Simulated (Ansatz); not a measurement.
# BSiNH+ (triplet): from Hartree-Fock to the top rungs, cc-pVDZ

The task here is to estimate one member of a computed series from the others.

Computed with Ansatz 0.2.0, Gaussian basis. Level: cc-pVDZ, core rule «outside noble gas», up to 7 orbitals frozen.

Plan: UHF; CCSD(T) on ROHF; CCSD(T) on UHF; BCCD(T) on ROHF; CISD; CCSDT(Q) on ROHF; CCSDT(Q) on UHF; CASSCF and NEVPT2, 10 electrons in 10 orbitals.

23 further runs of the same task are left out: 12 that didn't finish, 11 set aside as unsound or not needed.

### The system

The geometry is a PBE0/def2-TZVP stationary point (not a proven minimum) of the parent state, kept for this charge and spin.

4 atoms, charge 1, spin multiplicity 3.

Atoms are counted from 1 here; the program's logs count them from 0.

Bond lengths: N1–B2 1.323 Å, B2–Si3 1.932 Å, Si3–H4 1.485 Å. Angles: N1–B2–Si3 176.5°, B2–Si3–H4 121.5°.

The first run:

in.yaml reads:

```yaml
crystal:
  periodic: [false, false, false]
  atoms:
    - {symbol: N, position_ang: [0.000000, 0.051693, 2.035342]}
    - {symbol: B, position_ang: [0.000000, 0.044493, 0.712376]}
    - {symbol: Si, position_ang: [0.000000, -0.083412, -1.214889]}
    - {symbol: H, position_ang: [0.000000, 1.128664, -2.072682]}
basis:
  gaussian: {orbitals: cc-pVDZ}
total_charge: 1
magnetization: {spin_polarized: true, initial_magnetization: 2}
hamiltonian: {xc: hf}
output: {orbitals: {seedname: orbitals}}
```

The run is started by

```console
$ ansatz run in.yaml --threads 1 --pin off --events-out ev --progress --plain --max-ram 2393MiB
```

Steps of the session up to this table: UHF; CCSD(T) on ROHF; CCSD(T) on UHF; BCCD(T) on ROHF; CISD; CCSDT(Q) on ROHF; CCSDT(Q) on UHF; CASSCF and NEVPT2, 10 electrons in 10 orbitals.

One table of the session follows, with a row left open; its other results are not shown here.

| method | from RCCSDT(Q) (meV) |
| --- | --- |
| ROHF | +8478.0 |
| UHF | +7965.6 |
| RMP2 | +1441.3 |
| UMP2 | ? |
| CISD | +1230.0 |
| RCCSD | +471.9 |
| UCCSD | +479.3 |
| RCCSD(T) | +111.6 |
| UCCSD(T) | +148.1 |
| BCCD(T) | +116.4 |
| RCCSDT | +43.3 |
| UCCSDT | +40.2 |
| RCCSDT(Q) | 0 |
| UCCSDT(Q) | -13.0 |
| CASSCF frontier | +5170.0 |
| NEVPT2 frontier | +1382.8 |

Estimate the missing values for UMP2.

The run gave: from RCCSDT(Q) (meV): +2075.5. In the column «from RCCSDT(Q) (meV)» it lies between RMP2 (+1441.3) and CASSCF frontier (+5170.0).

Limits of these values: The determinant is far from a pure spin state, so its energy mixes those of several spin states (harmless only where they are near-degenerate, as at dissociation). Restricted and unrestricted rows rest on different reference determinants; where their highest levels disagree by more than a few hundredths of an eV, they describe different states and don't form one ladder.
